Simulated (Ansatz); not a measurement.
Gas-phase electronic energies from Ansatz, PBE0-D4/def2-TZVP geometries. CCSD(T)/CBS is the MP2 limit (def2-TZVPP, def2-QZVPP) plus CCSD(T) − MP2 in def2-TZVPP, frozen cores. This one scheme is used for every species. DFT in def2-TZVPP.

Consider the hydrogenolysis of a C–F bond: `O=CC#CF` + H₂ → `C#CC=O` + H–F.

```json
{"level": "r2SCAN0-D4", "ΔE (kcal/mol)": "-35.5"}
{"level": "B2PLYP", "ΔE (kcal/mol)": "-36.8"}
```

Task: What does CCSD(T)/CBS give? (Best estimate.)

Result: The calculation gave: -39.9 kcal/mol. The listed levels differ from it by 4.4, 3.1 kcal/mol.

Largest T1 diagnostic among the species: 0.016.

From PBE to PBE0 (25 % exact exchange), in def2-TZVPP and without D4, ΔE moves by −2.6 kcal/mol. At CCSD(T), def2-SVP lies +6.7 kcal/mol from the extrapolated value and def2-TZVPP +1.3 kcal/mol. Leaving LDA and LC-ωPBE aside and taking each functional with its dispersion term where it has one, the values, not all of them listed here, spread over 5.4 kcal/mol, from PBE-QIDH to PBE-D4. LDA lies +2.0 kcal/mol from PBE without D4.
